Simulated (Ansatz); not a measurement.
Results of r²SCAN+rVV10 (Ansatz, a first-principles code, PAW) for antiferromagnetic (type II) rock-salt MnS.

Numerical settings: plane-wave cutoff 560 eV, 10×10×10 k mesh, Fermi–Dirac smearing 0.01 eV, spin-polarised with opposed moments, scalar-relativistic PAW data made under PBE.

Energies at three volumes about the minimum:

```
V (Å³/atom)  E − E_lowest (meV/atom)
-----------  -----------------------
16.694                          1.89
17.035                          0.00
17.375                          1.80
```

Fit a parabola by hand: where is the minimum, and what is the bulk modulus?

Slopes: (0.00 − 1.89)/(17.035 − 16.694) = -5.543 and (1.80 − 0.00)/(17.375 − 17.035) = 5.294 meV/Å³. Curvature E″ = 2 × (5.294 − (-5.543))/(17.375 − 16.694) = 31.827 meV/Å⁶. From the middle of the first interval, the slope vanishes at V0 = 16.8645 − (-5.543)/31.827 = 17.039 Å³/atom. B = V0 E″ = 17.039 × 31.827 meV/Å³ × 0.1602 GPa per meV/Å³ = 86.9 GPa. The full Birch–Murnaghan fit to all volumes gives V0 = 17.033 Å³/atom and B0 = 86.5 GPa.

Shape and atoms are relaxed at each volume.

Measured, for comparison: bulk modulus 75 ± 2 GPa (room temperature, not corrected to a static lattice, our sources range from 72.0 to 88.0; as tabulated in Sweeney, Heinz, compression of alpha-MnS (alabandite), Phys. Chem. Miner. 20 …); equilibrium volume per atom 17.57 Å³/atom (4 K, zero-point motion not removed; as tabulated in PSI, practical course at SINQ: magnetic order in MnS). Computed (rounded) less measured: bulk modulus not scored (sources differ), equilibrium volume per atom -3.1 %.

Note: the bulk modulus comes from volumes at which shape and atoms were relaxed.
